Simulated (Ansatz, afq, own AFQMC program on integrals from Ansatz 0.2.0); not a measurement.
AFQMC on a folder of integrals that Ansatz 0.2.0 wrote.

```yaml
crystal:
  periodic: [false, false, false]
  atoms:
    - {symbol: Al, position_ang: [0.000000, -0.081048, 0.000000]}
    - {symbol: H, position_ang: [0.000000, 1.084792, -1.232881]}
    - {symbol: H, position_ang: [0.000000, 1.084792, 1.232880]}
basis:
  gaussian: {orbitals: "6-31++G**"}
total_charge: -1
magnetization: {spin_polarized: false, initial_magnetization: 2}
correlation: {method: ccsd_t, electrons: outside_noble_gas, hamiltonian_folder: ham}
```

```sh
$ ansatz run in.yaml --threads 1 --pin off --events-out ev --progress --plain --max-ram 1843MiB
```

afq runs on the folder ham with

```
--method free --trial cisd --walkers 20 --time-step 0.05 --max-blocks 30 --target-error 0.00058 --factor-cut 1e-06 --seed 8200 --times 0,2,5,8,12 --taylor-order 6
```

Times are imaginary, in 1/Eh. The walk had a cap of 90 s.

```
orbitals 30  electrons 4 2  factors 236 of 295
reference energy -242.99858834 Eh
CCSD correlation -0.07724630 Eh in 10 cycles, weight of the determinant in the CISD state 0.9373
repeat  energy at the last time / Eh  error
    10  -243.078573  0.001557
    20  -243.079787  0.000878
    30  -243.076689  0.002622
time / (1/Eh)  energy / Eh  error  mean overlap
  0.00  -243.075809  0.000069  1.0671
  2.00  -243.077936  0.000163  1.0867
  5.00  -243.078120  0.000309  1.1291
  8.00  -243.078286  0.000566  1.0129
 12.00  -243.076689  0.002622  1.9147
energy -243.076689 +/- 0.002622 Eh
```

The run failed at least one of its tests; the cautions name the faults.

Against this walk (error 71.4 meV) on the same determinant: CCSD(T) 21.6 meV lower (within the noise), CCSDT(Q) 37.8 meV lower (within the noise), full CI (a separate run on its own orbitals, whose frozen core shifts it by up to a few meV) 38.0 meV lower (within the noise). The error is statistical, and a free projection of finite length keeps a remainder of its start.

A setting was made bad on purpose (projection too long), so the walk's energy isn't to be trusted.

Cautions: remainder of the start not in the error; phase noise grows fast; error above the target (71.4 against 15.8 meV); another spin lies lower (by 830 meV); at this level and basis the anion state lies above a neutral one; full CI with its own frozen core; so few walkers bias the energy; the time-step error isn't removed.

CCSDT and higher add their correlation energy to the determinant of the CCSD(T) run, since their own runs factorise the integrals more tightly (a shift of under 2 meV). A walk keeps the symmetry of its determinant, which the program's search chose and which needn't be the lowest solution, so a lower state of the same spin and another symmetry isn't excluded.
